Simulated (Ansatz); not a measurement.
C$_{2}$H$_{4}$ClF (`FCCCl`), charge 0, multiplicity 1.

Problem. Give a relaxed structure at PBE0-D4/def2-TZVP (Ansatz 0.2.0). (An estimate is asked.)

Solution. The calculation gave: 
Z-matrix (Å, degrees):
```
C
C 1 1.501
F 1 1.375 2 110.9
H 1 1.093 2 111.2 3 120.5
H 1 1.096 2 109.0 3 -118.8
Cl 2 1.778 1 112.2 3 -68.2
H 2 1.090 1 110.7 3 51.7
H 2 1.091 1 109.7 3 172.4
```
